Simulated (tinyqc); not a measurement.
Ways to converge the cycle: SCF convergence aids in the sto-3g basis, for HF, spin multiplicity 1. Computed by the program tinyqc with PySCF. Command: `OMP_NUM_THREADS=1 python tinyqc.py 114429 114430 out.jsonl`; one thread of a shared host (Intel(R) Xeon(R) Processor @ 2.60GHz), about 0.6 s.

Geometry (angstrom):

| atom | x | y | z |
|---|---|---|---|
| F | 0.0000 | 0.0000 | 0.0000 |
| H | 0.0000 | 0.0000 | 0.8940 |

lowest restricted solution found by these runs and by PySCF = -98.567317 hartree

RHF with one setting changed at a time; a run stops when the energy changes by less than 1e-09 hartree and the error matrix is below 1e-5. The start is the core Hamiltonian. Damping d keeps d of the old density; a shift (hartree) raises the virtual levels; DIIS n extrapolates F over n matrices.

Largest element of the error matrix X^T (FDS - SDF) X:

| iteration | plain | damping 0.3 | damping 0.6 | shift 0.4 | DIIS 3 | DIIS 8 |
|---|---|---|---|---|---|---|
| 1 | 7.9e-01 | 7.9e-01 | 7.9e-01 | 7.9e-01 | 7.9e-01 | 7.9e-01 |
| 2 | 1.7e-01 | 4.0e-01 | 5.9e-01 | 4.7e-01 | 1.7e-01 | 1.7e-01 |
| 3 | 1.6e-02 | 1.6e-01 | 4.1e-01 | 1.6e-01 | 9.5e-03 | 9.5e-03 |
| 4 | 2.0e-03 | 6.3e-02 | 2.8e-01 | 5.2e-02 | 2.1e-04 | 2.1e-04 |
| 5 | 3.5e-04 | 2.4e-02 | 1.9e-01 | 1.6e-02 | 1.5e-05 | 1.9e-05 |
| 6 | 6.8e-05 | 8.8e-03 | 1.2e-01 | 5.3e-03 | 1.6e-07 | 8.9e-08 |
| 8 | 3.3e-06 | 1.2e-03 | 5.2e-02 | 6.0e-04 | - | - |
| 10 | - | 1.9e-04 | 2.1e-02 | 7.4e-05 | - | - |
| 14 | - | 6.1e-06 | 3.6e-03 | - | - | - |
| 20 | - | - | 2.5e-04 | - | - | - |
| 30 | - | - | 4.1e-06 | - | - | - |

How each run ends:

| run | iterations | E (hartree) | state |
|---|---|---|---|
| plain | 8 | -98.56732 | lowest found |
| damping 0.3 | 19 | -98.56732 | lowest found |
| damping 0.6 | 41 | -98.56732 | lowest found |
| shift 0.4 | 13 | -98.56732 | lowest found |
| DIIS 3 | 6 | -98.56732 | lowest found |
| DIIS 8 | 6 | -98.56732 | lowest found |

6 of 6 runs reach the lowest restricted solution found, in 6 to 41 iterations (fastest: DIIS 3, DIIS 8). Plain steps already contract here, so damping only slows them. DIIS 3 and DIIS 8 gain by cancelling the error over several earlier matrices, much as a quasi-Newton step does.
